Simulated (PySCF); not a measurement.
Compound: B2H5N.
Numbering: `[BH2:1][NH:2][BH2:3]` (hydrogens: H4, H5 on B1; H6 on N2; H7, H8 on B3)

Cartesian coordinates in Å at the GFN2-xTB level; atoms count from 1:
```xyz
8
B2H5N angstrom
B      1.0883    0.1552    0.6708
N      0.1186   -0.3845   -0.1975
B     -1.1666    0.1117   -0.4935
H      2.1142   -0.3983    0.7997
H      0.8499    1.1438    1.2461
H      0.3794   -1.2415   -0.6687
H     -1.8475   -0.4735   -1.2475
H     -1.5273    1.0965    0.0214
```

The closed-shell ground state was solved at several levels (PySCF, density fitting, gas phase, non-relativistic).

```json
{"level": "B3LYP/pcJ-1", "basis functions": "131", "HOMO (eV)": "-9.16", "LUMO (eV)": "-1.56", "gap (eV)": "7.60", "dipole (D)": "1.28"}
{"level": "PBE0/pcSseg-1", "basis functions": "76", "HOMO (eV)": "-9.33", "LUMO (eV)": "-1.35", "gap (eV)": "7.98", "dipole (D)": "1.24"}
```

Estimate the row for B3LYP/def2-SVPD, a basis of 100 functions; the other rows only guide the guess.

HOMO -9.13 eV, LUMO -1.59 eV, gap 7.54 eV, dipole 1.22 D.

Over all these levels, which gives the widest orbital gap and which the narrowest?

PBE0/pcSseg-1 (global hybrid, 25 % exact exchange) has the widest, 7.98 eV, and B3LYP/def2-SVPD (global hybrid, 20 % exact exchange) the narrowest, 7.54 eV. Functional and basis both differ between the two, so the spread mixes both effects.

How far do the dipole and the HOMO energy spread over the levels?

The dipole runs from 1.22 to 1.28 D (mean 1.25 D) and the HOMO from -9.33 to -9.13 eV.
